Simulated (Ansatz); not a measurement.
# PHF2+ (doublet): from Hartree-Fock to the top rungs, cc-pVDZ

How much of the correlation energy of PHF2+ (doublet) does each wave-function method recover here?

Method: cc-pVDZ, core rule «outside noble gas», up to 7 orbitals frozen; program: Ansatz 0.2.0, Gaussian basis.

The runs, in order: UHF; CCSD(T) on ROHF; CCSD(T) on UHF; BCCD(T) on ROHF; CISD as a restricted active space (open shells left free, so some higher excitations enter); CCSDT(Q) on ROHF; CCSDT(Q) on UHF.

12 further runs of the same task are left out: 6 for a known fault of the program, 6 set aside as unsound or not needed. Runs told in other sessions of the task aren't counted.

## (1) The geometry

The geometry is a PBE0/def2-TZVP stationary point (not a proven minimum) of the parent state, kept for this charge and spin.

4 atoms, charge 1, spin multiplicity 2.

Atoms are counted from 1 here; the program's logs count them from 0.

Bond lengths: F1–P2 1.632 Å, P2–F3 1.632 Å, P2–H4 1.402 Å. Angles: F1–P2–F3 164.9°, F1–P2–H4 97.6°, F3–P2–H4 97.6°.

## (2) UHF

in.yaml

```yaml
crystal:
  periodic: [false, false, false]
  atoms:
    - {symbol: F, position_ang: [0.000000, -0.118388, 1.617771]}
    - {symbol: P, position_ang: [0.000000, 0.096465, 0.000000]}
    - {symbol: F, position_ang: [0.000000, -0.118388, -1.617771]}
    - {symbol: H, position_ang: [0.000000, 1.498583, 0.000000]}
basis:
  gaussian: {orbitals: cc-pVDZ}
total_charge: 1
magnetization: {spin_polarized: true, initial_magnetization: 1}
hamiltonian: {xc: hf}
output: {orbitals: {seedname: orbitals}}
```

Run with:

```sh
> ansatz run in.yaml --threads 1 --pin off --events-out ev --progress --plain --max-ram 2816MiB --backend cpu
```

After this run come: CCSD(T) on ROHF; CCSD(T) on UHF; BCCD(T) on ROHF; CISD as a restricted active space (open shells left free, so some higher excitations enter); CCSDT(Q) on ROHF; CCSDT(Q) on UHF.

Q: Predict the results of all the runs planned. Wanted: UCCSDT(Q) from the RHF energy; RMP2 from UCCSDT(Q); UMP2 from UCCSDT(Q); RCCSD from UCCSDT(Q); RCCSD(T) from UCCSDT(Q); UCCSD(T) from UCCSDT(Q); RCCSDT(Q) from UCCSDT(Q); T1 diagnostic.

The runs gave:

| quantity | value |
| --- | --- |
| UCCSDT(Q) from the ROHF energy | -14.4099 eV |
| RMP2 from UCCSDT(Q) | +775.5 meV |
| UMP2 from UCCSDT(Q) | +832.3 meV |
| RCCSD from UCCSDT(Q) | +506.1 meV |
| RCCSD(T) from UCCSDT(Q) | +88.1 meV |
| UCCSD(T) from UCCSDT(Q) | +92.5 meV |
| RCCSDT(Q) from UCCSDT(Q) | +19.5 meV |
| levels within 1 kcal/mol (43 meV) | RCCSDT(Q) |
| T1 diagnostic | 0.031 |

What this shows: RCCSD(T) misses by +88.1 meV, 0.6 % of the correlation energy. These misses are within one basis, not against nature; the frozen cores of restricted and unrestricted runs differ, which can shift their rows.

With open shells the CI space here admits some higher excitations, so it is larger than plain CISD.
